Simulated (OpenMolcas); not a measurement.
**BOF (fluoro(oxo)borane), step by step**

Wanted: a single-point energy (HF/STO-3G), then a single-point energy (CASSCF(2,2)/STO-3G), then a single-point energy (CASPT2(2,2)/STO-3G), then a single-point energy (SC-NEVPT2(2,2)/STO-3G), then the energy (MRCI(2,2)/STO-3G) of BOF (fluoro(oxo)borane). 

Program for the calculation: OpenMolcas 26.06.

1 further run of the same task is left out (for a known fault of the program).

## Step 1: The system as given

The species is BOF (3 atoms), meant as a singlet with charge 0. SMILES: `O=BF`. The coordinates come from a PBE0-D4/def2-TZVP relaxation.

Bond lengths: O1–B2 1.206 Å, B2–F3 1.282 Å. Angles: O1–B2–F3 180.0°.

## Step 2: A single-point energy at HF/STO-3G (run 1)

step1.input reads:

```
&GATEWAY
  BASLIB
  $CurrDir
  COORD
  3
  angstrom
  O        0.983100      -0.565100       0.479900
  B        0.020300      -0.011600       0.009900
  F       -1.003400       0.576800      -0.489800
  BASIS
  STO-3G
  GROUP
  NoSym

&SEWARD

&SCF
  PRORBITALS
  1 1
```

The basis set STO-3G is read from a file made from the Basis Set Exchange's data (not shown).

Started as:

```bash
export MOLCAS_MEM=1860
pymolcas step1.input > step1.log
```

The log of the run:

```text
--- Start Module: gateway ---
[...]
--- Stop Module: gateway /rc=_RC_ALL_IS_WELL_ ---
--- Start Module: seward ---
[...]
      Basis functions           15
--- Stop Module: seward /rc=_RC_ALL_IS_WELL_ ---
--- Start Module: scf ---
[...]
       Convergence after  11 Iterations
[...]
::    Total SCF energy                               -196.3278402710
[...]
      Total spin, S                                     0.0000000000
[...]
      Total electronic charge=   22.000000
      Total            charge=   -0.000000
[...]
      Dipole Moment (debye):
      Origin of the operator (angstrom)=   -0.0677    0.0390   -0.0331
                   X= -1.2162E+00               Y=  6.9925E-01               Z= -5.9371E-01           Total=  1.5233E+00
      Quadrupole Moment (debye*angstrom):
[...]
--- Stop Module: scf /rc=_RC_ALL_IS_WELL_ ---
[...]
```

It took 1.6 s on 1 thread of Arm Neoverse V1, shared host; peak memory 0.37 GiB.

## Step 3: The energy at CASSCF(2,2)/STO-3G (run 2)

step2.inp reads:

```
&GATEWAY
  BasLib=$CurrDir
  Coord
  3
  angstrom
  O        0.983100      -0.565100       0.479900
  B        0.020300      -0.011600       0.009900
  F       -1.003400       0.576800      -0.489800
  Basis=STO-3G
  Group=NoSym

&SEWARD

&RASSCF
  FileOrb=$CurrDir/step1.ScfOrb
  Spin=1
  Nactel=2 0 0
  Inactive=10
  Ras2=2
  OrbListing=Nothing
```

The basis set STO-3G is read from a file made from the Basis Set Exchange's data (not shown).

Started as:

```bash
export MOLCAS_MEM=1860
pymolcas step2.inp > step2.log
```

The log of the run:

```text
--- Start Module: gateway ---
[...]
--- Stop Module: gateway /rc=_RC_ALL_IS_WELL_ ---
--- Start Module: seward ---
[...]
      Basis functions           15
--- Stop Module: seward /rc=_RC_ALL_IS_WELL_ ---
--- Start Module: rasscf ---
[...]
      Number of active orbitals                  2
[...]
      Spin quantum number                      0.0
[...]
      Active orbitals                            2
[...]
      Number of CSFs                             3
[...]
      Number of root(s) required                 1
[...]
      Convergence after 19 iterations
[...]
      printout of CI-coefficients larger than  0.05 for root  1
      energy=    -196.349808
      conf/sym  11     Coeff  Weight
             1  20   0.98766 0.97547
             3  02  -0.15663 0.02453
      Natural orbitals and occupation numbers for root  1
      sym 1:   1.950933   0.049067
      ************************************************************************************************************************
      *                                                    Final results                                                     *
[...]
::    RASSCF root number  1 Total energy:   -196.34980768
[...]
      Total electronic charge=   22.000000
      Total            charge=   -0.000000
[...]
      Dipole Moment (debye):
      Origin of the operator (angstrom)=   -0.0677    0.0390   -0.0331
                   X= -9.6299E-01               Y=  5.5359E-01               Z= -4.7009E-01           Total=  1.2061E+00
      Quadrupole Moment (debye*angstrom):
[...]
--- Stop Module: rasscf /rc=_RC_ALL_IS_WELL_ ---
[...]
```

Wall time 1.9 s (1 thread of Arm Neoverse V1, shared host); peak memory 0.37 GiB.

## Step 4: The energy at CASPT2(2,2)/STO-3G (run 3)

step3.inp reads:

```
>>> EXPORT MOLCAS_PRINT=2

&GATEWAY
 BasLib=$CurrDir
 Coord
 3
 angstrom
 O        0.983100      -0.565100       0.479900
 B        0.020300      -0.011600       0.009900
 F       -1.003400       0.576800      -0.489800
 Basis=STO-3G
 Group=NoSym

&SEWARD

&RASSCF
 FileOrb=$CurrDir/step2.RasOrb
 Spin=1
 Nactel=2 0 0
 Inactive=10
 Ras2=2
 OrbListing=Nothing

&CASPT2
 Imaginary=0.1
 Frozen=3
```

The basis set STO-3G is read from a file made from the Basis Set Exchange's data (not shown).

Started as:

```bash
export MOLCAS_MEM=1860
pymolcas step3.inp > step3.log
```

The log of the run:

```text
--- Start Module: gateway ---
[...]
--- Stop Module: gateway /rc=_RC_ALL_IS_WELL_ ---
[...]
      Basis functions           15
[...]
--- Start Module: rasscf ---
[...]
      Number of active orbitals                  2
[...]
      Spin quantum number                      0.0
[...]
      Active orbitals                            2
[...]
      Number of CSFs                             3
[...]
      Number of root(s) required                 1
[...]
      Convergence after  4 iterations
[...]
      printout of CI-coefficients larger than  0.05 for root  1
      energy=    -196.349808
      conf/sym  11     Coeff  Weight
             1  20   0.98766 0.97546
             3  02  -0.15664 0.02454
      Natural orbitals and occupation numbers for root  1
      sym 1:   1.950928   0.049072
      ************************************************************************************************************************
      *                                                    Final results                                                     *
[...]
::    RASSCF root number  1 Total energy:   -196.34980768
[...]
      Total electronic charge=   22.000000
      Total            charge=   -0.000000
[...]
      Dipole Moment (debye):
      Origin of the operator (angstrom)=   -0.0677    0.0390   -0.0331
                   X= -9.6305E-01               Y=  5.5363E-01               Z= -4.7012E-01           Total=  1.2062E+00
      Quadrupole Moment (debye*angstrom):
[...]
--- Stop Module: rasscf /rc=_RC_ALL_IS_WELL_ ---
--- Start Module: caspt2 ---
[...]
 ###    WARNING: User changed nr of frozen orbitals.                         ###
 ###############################################################################
[...]
      E2 (Variational):          -0.1087082133
      Total energy:            -196.4585158902
[...]
      Reference weight:           0.95126
[...]
::    CASPT2 Root  1     Total energy:   -196.45851589
[...]
--- Stop Module: caspt2 /rc=_RC_ALL_IS_WELL_ ---
[...]
```

Run time: 1.7 s. Hardware: 1 thread of Arm Neoverse V1, shared host; peak memory 0.37 GiB.

## Step 5: The energy at SC-NEVPT2(2,2)/STO-3G (run 4)

step4.input reads:

```
* BFO NEVPT2

&GATEWAY
 BasLib
 $CurrDir
 Coord
 3
 angstrom
 O        0.983100      -0.565100       0.479900
 B        0.020300      -0.011600       0.009900
 F       -1.003400       0.576800      -0.489800
 Basis
 STO-3G
 Group
 NoSym

&SEWARD

&RASSCF
 FileOrb
 $CurrDir/step2.RasOrb
 Spin
 1
 Nactel
 2 0 0
 Inactive
 10
 Ras2
 2
 OrbListing
 Nothing

&CASPT2
 SC-NEVPT2
 Frozen
 3
```

The basis set STO-3G is read from a file made from the Basis Set Exchange's data (not shown).

Started as:

```bash
export MOLCAS_MEM=1860
pymolcas step4.input > step4.log
```

The log of the run:

```text
--- Start Module: gateway ---
[...]
--- Stop Module: gateway /rc=_RC_ALL_IS_WELL_ ---
[...]
      Basis functions           15
[...]
--- Start Module: rasscf ---
[...]
      Number of active orbitals                  2
[...]
      Spin quantum number                      0.0
[...]
      Active orbitals                            2
[...]
      Number of CSFs                             3
[...]
      Number of root(s) required                 1
[...]
      Convergence after  4 iterations
[...]
      printout of CI-coefficients larger than  0.05 for root  1
      energy=    -196.349808
      conf/sym  11     Coeff  Weight
             1  20   0.98766 0.97546
             3  02  -0.15664 0.02454
      Natural orbitals and occupation numbers for root  1
      sym 1:   1.950928   0.049072
      ************************************************************************************************************************
      *                                                    Final results                                                     *
[...]
::    RASSCF root number  1 Total energy:   -196.34980768
[...]
      Total electronic charge=   22.000000
      Total            charge=   -0.000000
[...]
      Dipole Moment (debye):
      Origin of the operator (angstrom)=   -0.0677    0.0390   -0.0331
                   X= -9.6305E-01               Y=  5.5363E-01               Z= -4.7012E-01           Total=  1.2062E+00
      Quadrupole Moment (debye*angstrom):
[...]
--- Stop Module: rasscf /rc=_RC_ALL_IS_WELL_ ---
--- Start Module: caspt2 ---
[...]
 ###    WARNING: User changed nr of frozen orbitals.                         ###
 ###############################################################################
[...]
      E2 (Variational):          -0.1159702695
[...]
      E2 (Variational):          -0.1157286885
      Total energy:            -196.4655363654
[...]
      Reference weight:           0.94334
[...]
::    SC-NEVPT2 Root  1     Total energy:   -196.46553637
[...]
--- Stop Module: caspt2 /rc=_RC_ALL_IS_WELL_ ---
[...]
```

It took 1.6 s on 1 thread of Arm Neoverse V1, shared host; peak memory 0.37 GiB.

## Step 6: A single-point energy at MRCI(2,2)/STO-3G (run 5)

step5.inp reads:

```
&GATEWAY
BasLib=$CurrDir
Coord
3
angstrom
O        0.983100      -0.565100       0.479900
B        0.020300      -0.011600       0.009900
F       -1.003400       0.576800      -0.489800
Basis=STO-3G
Group=NoSym
&SEWARD
&RASSCF
FileOrb=$CurrDir/step2.RasOrb
Spin=1
Nactel=2 0 0
Inactive=10
Ras2=2
OrbListing=Nothing
&MOTRA
LumOrb
Frozen=3
&GUGA
Electrons=16
Spin=1
Inactive=7
Active=2
CIAll=1
&MRCI
SDCI
```

The basis set STO-3G is read from a file made from the Basis Set Exchange's data (not shown).

Started as:

```bash
export MOLCAS_MEM=1860
pymolcas step5.inp > step5.log
```

The log of the run:

```text
--- Start Module: gateway ---
[...]
--- Stop Module: gateway /rc=_RC_ALL_IS_WELL_ ---
[...]
      Basis functions           15
[...]
      Number of active orbitals                  2
[...]
      Spin quantum number                      0.0
[...]
      Active orbitals                            2
[...]
      Number of CSFs                             3
[...]
      Number of root(s) required                 1
[...]
      Convergence after  4 iterations
[...]
      printout of CI-coefficients larger than  0.05 for root  1
      energy=    -196.349808
      conf/sym  11     Coeff  Weight
             1  20   0.98766 0.97546
             3  02  -0.15664 0.02454
      Natural orbitals and occupation numbers for root  1
      sym 1:   1.950928   0.049072
      ************************************************************************************************************************
      *                                                    Final results                                                     *
[...]
::    RASSCF root number  1 Total energy:   -196.34980768
[...]
      Dipole Moment (debye):
      Origin of the operator (angstrom)=   -0.0677    0.0390   -0.0331
                   X= -9.6305E-01               Y=  5.5363E-01               Z= -4.7012E-01           Total=  1.2062E+00
      Quadrupole Moment (debye*angstrom):
[...]
      *** WARNING: Default frozen orbitals is overwritten by user input.
      *** Default values:   3
[...]
--- Start Module: guga ---
[...]
--- Stop Module: guga /rc=_RC_ALL_IS_WELL_ ---
--- Start Module: mrci ---
[...]
       (But an ACPF correction will be computed)
       USE THE DEFAULT ACPF G-VALUE GFAC=  0.12500000000000000
[...]
                      CI ENERGY:  -196.47389794
[...]
                ACPF CORRECTION:    -0.00874386
[...]
      Total electronic charge=   22.000000
      Total            charge=   -0.000000
[...]
     ACPF CORRECTION:     -0.00874386
[...]
  CI State   1     Total energy:   -196.47389794     QDav:     -0.01009460     QACPF:     -0.00874386
[...]
--- Stop Module: mrci /rc=_RC_ALL_IS_WELL_ ---
[...]
```

It took 1.9 s on 1 thread of Arm Neoverse V1, shared host; peak memory 0.37 GiB.

## Step 7: Outcome

```
                                                    quantity          value
                              run 1, HF/STO-3G: total energy  -196.32784 Eh
                             run 1, HF/STO-3G: dipole moment         1.52 D
                               run 1, HF/STO-3G: HOMO energy      -10.65 eV
                               run 1, HF/STO-3G: LUMO energy       10.60 eV
                             run 1, HF/STO-3G: HOMO–LUMO gap       21.25 eV
                     run 2, CASSCF(2,2)/STO-3G: total energy  -196.34981 Eh
   run 2, CASSCF(2,2)/STO-3G: dipole moment (CASSCF density)         1.21 D
                     run 3, CASPT2(2,2)/STO-3G: total energy  -196.45852 Eh
   run 3, CASPT2(2,2)/STO-3G: dipole moment (CASSCF density)         1.21 D
                  run 4, SC-NEVPT2(2,2)/STO-3G: total energy  -196.46554 Eh
run 4, SC-NEVPT2(2,2)/STO-3G: dipole moment (CASSCF density)         1.21 D
                       run 5, MRCI(2,2)/STO-3G: total energy  -196.47390 Eh
     run 5, MRCI(2,2)/STO-3G: dipole moment (CASSCF density)         1.21 D
```

Mulliken charges (run 1, HF/STO-3G) run from -0.32 on O1 to +0.49 on B2. Mulliken charges (run 3, CASPT2(2,2)/STO-3G) of the CASSCF density run from -0.28 on O1 to +0.45 on B2; they depend strongly on the basis. Mulliken charges (run 5, MRCI(2,2)/STO-3G) of the CASSCF density run from -0.28 on O1 to +0.45 on B2.
